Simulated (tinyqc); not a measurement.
Inside a calculation (part 2 of 2). Method: UHF in the sto-3g basis, for H2O, spin multiplicity 3. This run ends on a higher stationary point, not on the lowest solution. Computed by tinyqc, a small Python program that keeps every step (integrals from PySCF). Command: `OMP_NUM_THREADS=1 python tinyqc.py 25208 25209 out.jsonl` (the two numbers bound the seeds that draw the settings). One thread of a shared host (Intel(R) Xeon(R) Processor @ 2.60GHz), about 0.1 s of CPU time with the checks.

Geometry (angstrom):
```
atom       x        y       z
O     0.0000   0.0000  0.0000
H     0.0000   0.9540  0.8310
H     0.0000  -0.9540  0.8310
```

## Iteration 2: diagonalisation and new density

F(alpha) (hartree), order 1O 1s, 1O 2s, 1O 2px, 1O 2py, 1O 2pz, 2H 1s, 3H 1s:
```
[[-19.5490, -5.0353, 0.0000, 0.0000, -0.0048, -0.5661, -0.5661],
 [-5.0353, -2.1698, 0.0000, 0.0000, -0.0985, -0.5309, -0.5309],
 [0.0000, 0.0000, -0.0614, 0.0000, 0.0000, 0.0000, 0.0000],
 [0.0000, 0.0000, 0.0000, -0.2170, 0.0000, -0.2059, 0.2059],
 [-0.0048, -0.0985, 0.0000, 0.0000, -0.1085, -0.1994, -0.1994],
 [-0.5661, -0.5309, 0.0000, -0.2059, -0.1994, -0.3694, -0.2688],
 [-0.5661, -0.5309, 0.0000, 0.2059, -0.1994, -0.2688, -0.3694]]
```

F(beta) (hartree), order 1O 1s, 1O 2s, 1O 2px, 1O 2py, 1O 2pz, 2H 1s, 3H 1s:
```
[[-19.5189, -4.9950, 0.0000, 0.0000, -0.0043, -0.5600, -0.5600],
 [-4.9950, -1.9731, 0.0000, 0.0000, -0.0869, -0.4657, -0.4657],
 [0.0000, 0.0000, -0.0067, 0.0000, 0.0000, 0.0000, 0.0000],
 [0.0000, 0.0000, 0.0000, 0.6811, 0.0000, -0.0691, 0.0691],
 [-0.0043, -0.0869, 0.0000, 0.0000, -0.0451, -0.1708, -0.1708],
 [-0.5600, -0.4657, 0.0000, -0.0691, -0.1708, 0.0236, -0.1363],
 [-0.5600, -0.4657, 0.0000, 0.0691, -0.1708, -0.1363, 0.0236]]
```

X, order 1O 1s, 1O 2s, 1O 2px, 1O 2py, 1O 2pz, 2H 1s, 3H 1s:
```
[[-0.4060, 0.0000, 0.6939, 0.0000, 0.6108, 0.0000, 0.2120],
 [0.9308, 0.0000, -0.2933, 0.0000, 0.3275, 0.0000, 0.4625],
 [0.0000, 0.0000, 0.0000, 1.0000, 0.0000, 0.0000, 0.0000],
 [0.0000, 0.7851, 0.0000, 0.0000, 0.0000, 0.7050, 0.0000],
 [0.4450, 0.0000, 0.6847, 0.0000, -0.5946, 0.0000, 0.2333],
 [-0.5722, -0.6998, -0.2185, 0.0000, -0.1816, 0.3955, 0.3917],
 [-0.5722, 0.6998, -0.2185, 0.0000, -0.1816, -0.3955, 0.3917]]
```

Diagonalise F' = X^T F X, C = X C', fill 6 alpha and 4 beta electrons from the bottom; D(s) = C_occ C_occ^T. Each column has its largest component positive (the first on a tie).

F' = X^T F X (alpha) (hartree):
```
[[-1.0079, 0.0000, 2.5874, 0.0000, 2.5144, 0.0000, 1.1288],
 [0.0000, 0.2203, 0.0000, 0.0000, 0.0000, 0.0109, 0.0000],
 [2.5874, 0.0000, -7.3000, 0.0000, -8.0535, 0.0000, -3.9312],
 [0.0000, 0.0000, 0.0000, -0.0614, 0.0000, 0.0000, 0.0000],
 [2.5144, 0.0000, -8.0535, 0.0000, -9.2863, 0.0000, -4.6713],
 [0.0000, 0.0109, 0.0000, 0.0000, 0.0000, -0.3689, 0.0000],
 [1.1288, 0.0000, -3.9312, 0.0000, -4.6713, 0.0000, -3.1996]]
```

orbital energies (alpha) (hartree): [-19.5590, -0.9792, -0.3691, -0.3294, -0.0614, 0.0738, 0.2205]

coefficients C (alpha), order 1O 1s, 1O 2s, 1O 2px, 1O 2py, 1O 2pz, 2H 1s, 3H 1s:
```
[[0.9939, -0.2369, 0.0000, -0.1325, 0.0000, -0.0534, 0.0000],
 [0.0256, 0.8759, 0.0000, 0.6381, 0.0000, 0.3138, 0.0000],
 [0.0000, 0.0000, 0.0000, 0.0000, 1.0000, 0.0000, 0.0000],
 [0.0000, 0.0000, 0.6904, 0.0000, 0.0000, 0.0000, 0.7980],
 [0.0017, 0.1062, 0.0000, -0.4124, 0.0000, 0.9452, 0.0000],
 [-0.0039, 0.1762, 0.4083, -0.5506, 0.0000, -0.4768, -0.6924],
 [-0.0039, 0.1762, -0.4083, -0.5506, 0.0000, -0.4768, 0.6924]]
```

F' = X^T F X (beta) (hartree):
```
[[-0.6592, 0.0000, 2.6764, 0.0000, 2.6375, 0.0000, 0.9993],
 [0.0000, 0.7283, 0.0000, 0.0000, 0.0000, 0.3137, 0.0000],
 [2.6764, 0.0000, -7.2133, 0.0000, -8.0423, 0.0000, -4.0328],
 [0.0000, 0.0000, 0.0000, -0.0067, 0.0000, 0.0000, 0.0000],
 [2.6375, 0.0000, -8.0423, 0.0000, -9.1915, 0.0000, -4.7168],
 [0.0000, 0.3137, 0.0000, 0.0000, 0.0000, 0.3115, 0.0000],
 [0.9993, 0.0000, -4.0328, 0.0000, -4.7168, 0.0000, -2.9213]]
```

orbital energies (beta) (hartree): [-19.5272, -0.7733, -0.1060, -0.0067, 0.1433, 0.4213, 0.8965]

coefficients C (beta), order 1O 1s, 1O 2s, 1O 2px, 1O 2py, 1O 2pz, 2H 1s, 3H 1s:
```
[[0.9944, -0.2455, 0.0823, 0.0000, 0.0000, 0.0913, 0.0000],
 [0.0233, 0.9301, -0.3829, 0.0000, 0.0000, -0.5111, 0.0000],
 [0.0000, 0.0000, 0.0000, 1.0000, 0.0000, 0.0000, 0.0000],
 [0.0000, 0.0000, 0.0000, 0.0000, 0.2503, 0.0000, 1.0251],
 [0.0016, 0.1191, 0.8092, 0.0000, 0.0000, -0.6369, 0.0000],
 [-0.0036, 0.1174, 0.2714, 0.0000, 0.6792, 0.6885, -0.4299],
 [-0.0036, 0.1174, 0.2714, 0.0000, -0.6792, 0.6885, 0.4299]]
```

D(alpha) after iteration 2, order 1O 1s, 1O 2s, 1O 2px, 1O 2py, 1O 2pz, 2H 1s, 3H 1s:
```
[[1.0643, -0.2834, 0.0000, 0.0000, -0.0193, 0.0528, 0.0528],
 [-0.2834, 1.2735, 0.0000, 0.0000, 0.1265, -0.3467, -0.3467],
 [0.0000, 0.0000, 1.0000, 0.0000, 0.0000, 0.0000, 0.0000],
 [0.0000, 0.0000, 0.0000, 0.4766, 0.0000, 0.2819, -0.2819],
 [-0.0193, 0.1265, 0.0000, 0.0000, 1.0748, -0.2049, -0.2049],
 [0.0528, -0.3467, 0.0000, 0.2819, -0.2049, 0.7282, 0.3948],
 [0.0528, -0.3467, 0.0000, -0.2819, -0.2049, 0.3948, 0.7282]]
```

D(beta) after iteration 2, order 1O 1s, 1O 2s, 1O 2px, 1O 2py, 1O 2pz, 2H 1s, 3H 1s:
```
[[1.0560, -0.2367, 0.0000, 0.0000, 0.0389, -0.0100, -0.0100],
 [-0.2367, 1.0122, 0.0000, 0.0000, -0.1990, 0.0052, 0.0052],
 [0.0000, 0.0000, 1.0000, 0.0000, 0.0000, 0.0000, 0.0000],
 [0.0000, 0.0000, 0.0000, 0.0000, 0.0000, 0.0000, 0.0000],
 [0.0389, -0.1990, 0.0000, 0.0000, 0.6691, 0.2336, 0.2336],
 [-0.0100, 0.0052, 0.0000, 0.0000, 0.2336, 0.0875, 0.0875],
 [-0.0100, 0.0052, 0.0000, 0.0000, 0.2336, 0.0875, 0.0875]]
```

## Iteration 23 (converged): orbitals

converged F(alpha) (hartree), order 1O 1s, 1O 2s, 1O 2px, 1O 2py, 1O 2pz, 2H 1s, 3H 1s:
```
[[-20.2640, -5.1734, 0.0000, 0.0000, -0.0085, -0.5813, -0.5813],
 [-5.1734, -2.4785, 0.0000, 0.0000, -0.0884, -0.6011, -0.6011],
 [0.0000, 0.0000, -0.4273, 0.0000, 0.0000, 0.0000, 0.0000],
 [0.0000, 0.0000, 0.0000, -0.1701, 0.0000, -0.3145, 0.3145],
 [-0.0085, -0.0884, 0.0000, 0.0000, -0.4876, -0.2309, -0.2309],
 [-0.5813, -0.6011, 0.0000, -0.3145, -0.2309, -0.5090, -0.2065],
 [-0.5813, -0.6011, 0.0000, 0.3145, -0.2309, -0.2065, -0.5090]]
```

converged F(beta) (hartree), order 1O 1s, 1O 2s, 1O 2px, 1O 2py, 1O 2pz, 2H 1s, 3H 1s:
```
[[-20.2382, -5.1488, 0.0000, 0.0000, -0.0075, -0.5761, -0.5761],
 [-5.1488, -2.3223, 0.0000, 0.0000, 0.0117, -0.5502, -0.5502],
 [0.0000, 0.0000, -0.3817, 0.0000, 0.0000, 0.0000, 0.0000],
 [0.0000, 0.0000, 0.0000, 0.2639, 0.0000, -0.1057, 0.1057],
 [-0.0075, 0.0117, 0.0000, 0.0000, -0.2505, -0.2520, -0.2520],
 [-0.5761, -0.5502, 0.0000, -0.1057, -0.2520, -0.0104, -0.2058],
 [-0.5761, -0.5502, 0.0000, 0.1057, -0.2520, -0.2058, -0.0104]]
```

As before.

F' = X^T F X (alpha) (hartree):
```
[[-1.2374, 0.0000, 2.6829, 0.0000, 2.6579, 0.0000, 1.0477],
 [0.0000, 0.2900, 0.0000, 0.0000, 0.0000, 0.1883, 0.0000],
 [2.6829, 0.0000, -7.7973, 0.0000, -8.1711, 0.0000, -4.0664],
 [0.0000, 0.0000, 0.0000, -0.4273, 0.0000, 0.0000, 0.0000],
 [2.6579, 0.0000, -8.1711, 0.0000, -9.7718, 0.0000, -4.7927],
 [0.0000, 0.1883, 0.0000, 0.0000, 0.0000, -0.5299, 0.0000],
 [1.0477, 0.0000, -4.0664, 0.0000, -4.7927, 0.0000, -3.4348]]
```

orbital energies (alpha) (hartree): [-20.2724, -1.2574, -0.5711, -0.5524, -0.4273, -0.1593, 0.3312]

coefficients C (alpha), order 1O 1s, 1O 2s, 1O 2px, 1O 2py, 1O 2pz, 2H 1s, 3H 1s:
```
[[0.9945, -0.2475, 0.0000, 0.0833, 0.0000, -0.0843, 0.0000],
 [0.0231, 0.9401, 0.0000, -0.3997, 0.0000, 0.4790, 0.0000],
 [0.0000, 0.0000, 0.0000, 0.0000, 1.0000, 0.0000, 0.0000],
 [0.0000, 0.0000, 0.5210, 0.0000, 0.0000, 0.0000, 0.9176],
 [0.0018, 0.1057, 0.0000, 0.7633, 0.0000, 0.6935, 0.0000],
 [-0.0035, 0.1086, 0.5358, 0.3230, 0.0000, -0.6674, -0.5992],
 [-0.0035, 0.1086, -0.5358, 0.3230, 0.0000, -0.6674, 0.5992]]
```

F' = X^T F X (beta) (hartree):
```
[[-0.7420, 0.0000, 2.9134, 0.0000, 2.6604, 0.0000, 0.9616],
 [0.0000, 0.5862, 0.0000, 0.0000, 0.0000, 0.0765, 0.0000],
 [2.9134, 0.0000, -7.6392, 0.0000, -8.1958, 0.0000, -4.1287],
 [0.0000, 0.0000, 0.0000, -0.3817, 0.0000, 0.0000, 0.0000],
 [2.6604, 0.0000, -8.1958, 0.0000, -9.6821, 0.0000, -4.8626],
 [0.0000, 0.0765, 0.0000, 0.0000, 0.0000, 0.0744, 0.0000],
 [0.9616, 0.0000, -4.1287, 0.0000, -4.8626, 0.0000, -3.1767]]
```

orbital energies (beta) (hartree): [-20.2457, -1.0872, -0.3860, -0.3817, 0.0632, 0.4789, 0.5974]

coefficients C (beta), order 1O 1s, 1O 2s, 1O 2px, 1O 2py, 1O 2pz, 2H 1s, 3H 1s:
```
[[0.9948, -0.2532, 0.0459, 0.0000, 0.0000, 0.0919, 0.0000],
 [0.0218, 0.9736, -0.2470, 0.0000, 0.0000, -0.5140, 0.0000],
 [0.0000, 0.0000, 0.0000, 1.0000, 0.0000, 0.0000, 0.0000],
 [0.0000, 0.0000, 0.0000, 0.0000, 0.5838, 0.0000, 0.8789],
 [0.0015, -0.0056, 0.8106, 0.0000, 0.0000, -0.6463, 0.0000],
 [-0.0033, 0.0799, 0.2937, 0.0000, 0.4926, 0.6847, -0.6351],
 [-0.0033, 0.0799, 0.2937, 0.0000, -0.4926, 0.6847, 0.6351]]
```

D(alpha) after iteration 23, order 1O 1s, 1O 2s, 1O 2px, 1O 2py, 1O 2pz, 2H 1s, 3H 1s:
```
[[1.0643, -0.2834, 0.0000, 0.0000, -0.0193, 0.0528, 0.0528],
 [-0.2834, 1.2735, 0.0000, 0.0000, 0.1265, -0.3467, -0.3467],
 [0.0000, 0.0000, 1.0000, 0.0000, 0.0000, 0.0000, 0.0000],
 [0.0000, 0.0000, 0.0000, 0.2714, 0.0000, 0.2791, -0.2791],
 [-0.0193, 0.1265, 0.0000, 0.0000, 1.0748, -0.2049, -0.2049],
 [0.0528, -0.3467, 0.0000, 0.2791, -0.2049, 0.8486, 0.2744],
 [0.0528, -0.3467, 0.0000, -0.2791, -0.2049, 0.2744, 0.8486]]
```

D(beta) after iteration 23, order 1O 1s, 1O 2s, 1O 2px, 1O 2py, 1O 2pz, 2H 1s, 3H 1s:
```
[[1.0559, -0.2361, 0.0000, 0.0000, 0.0401, -0.0101, -0.0101],
 [-0.2361, 1.0093, 0.0000, 0.0000, -0.2056, 0.0052, 0.0052],
 [0.0000, 0.0000, 1.0000, 0.0000, 0.0000, 0.0000, 0.0000],
 [0.0000, 0.0000, 0.0000, 0.0000, 0.0000, 0.0000, 0.0000],
 [0.0401, -0.2056, 0.0000, 0.0000, 0.6571, 0.2376, 0.2376],
 [-0.0101, 0.0052, 0.0000, 0.0000, 0.2376, 0.0927, 0.0927],
 [-0.0101, 0.0052, 0.0000, 0.0000, 0.2376, 0.0927, 0.0927]]
```

## Convergence

Stop when the energy changes by less than 1e-08 hartree and every element of the error matrix X^T (F D S - S D F) X (for each spin) is below 3e-05.

Course of the cycle:
```
iteration  E (hartree)     change  largest element of the error matrix
1           -29.109475          -                             1.75e-01
2           -74.082866  -4.50e+01                             2.76e-01
3           -74.530738  -4.48e-01                             1.02e-01
4           -74.549344  -1.86e-02                             2.84e-02
5           -74.550751  -1.41e-03                             1.35e-02
6           -74.551293  -5.42e-04                             8.67e-03
7           -74.551575  -2.81e-04                             6.09e-03
8           -74.551722  -1.48e-04                             4.36e-03
9           -74.551800  -7.71e-05                             3.13e-03
10          -74.551840  -4.00e-05                             2.25e-03
11          -74.551860  -2.06e-05                             1.61e-03
12          -74.551871  -1.06e-05                             1.15e-03
13          -74.551876  -5.42e-06                             8.25e-04
14          -74.551879  -2.77e-06                             5.90e-04
15          -74.551880  -1.42e-06                             4.21e-04
16          -74.551881  -7.22e-07                             3.01e-04
17          -74.551881  -3.68e-07                             2.15e-04
18          -74.551882  -1.87e-07                             1.53e-04
19          -74.551882  -9.55e-08                             1.09e-04
20          -74.551882  -4.86e-08                             7.80e-05
21          -74.551882  -2.47e-08                             5.57e-05
22          -74.551882  -1.26e-08                             3.97e-05
23          -74.551882  -6.41e-09                             2.83e-05
```

PySCF UHF in the same basis, after a stability check = -74.713333 hartree

Converged in 23 iterations. But the solution lies 0.16145 hartree above the reference: it is another stationary point, not the lowest one. Reruns (cap 100 unless said): DIIS 8: converged in 15 to a higher stationary point; damping 0.5: converged in 52 to a higher stationary point; level shift 0.5: converged in 38 to a higher stationary point; atomic densities as start, DIIS 8: converged in 9.

## Populations, bond orders and dipole

overlap S, order 1O 1s, 1O 2s, 1O 2px, 1O 2py, 1O 2pz, 2H 1s, 3H 1s:
```
[[1.0000, 0.2367, 0.0000, 0.0000, 0.0000, 0.0261, 0.0261],
 [0.2367, 1.0000, 0.0000, 0.0000, 0.0000, 0.2976, 0.2976],
 [0.0000, 0.0000, 1.0000, 0.0000, 0.0000, 0.0000, 0.0000],
 [0.0000, 0.0000, 0.0000, 1.0000, 0.0000, 0.2094, -0.2094],
 [0.0000, 0.0000, 0.0000, 0.0000, 1.0000, 0.1824, 0.1824],
 [0.0261, 0.2976, 0.0000, 0.2094, 0.1824, 1.0000, 0.1384],
 [0.0261, 0.2976, 0.0000, -0.2094, 0.1824, 0.1384, 1.0000]]
```

Mulliken: Z minus the diagonal of D S on the atom; Loewdin: the same with S^(1/2) D S^(1/2); Mayer order: 2 sum_s sum (D(s) S)_ij (D(s) S)_ji over the two atoms.

Charges (e):
```
atom  Mulliken  Loewdin  Mulliken spin
1O     -0.0881  -0.0638         0.6886
2H      0.0440   0.0319         0.6557
3H      0.0440   0.0319         0.6557
```

Mayer bond orders:
```
pair   order
2-1   0.4476
3-1   0.4476
3-2   0.1205
```

dipole moment about the origin, x y z (debye): [0.0000, 0.0000, 0.4723]

<S^2> of the determinant (pure state: 2) = 2.0000
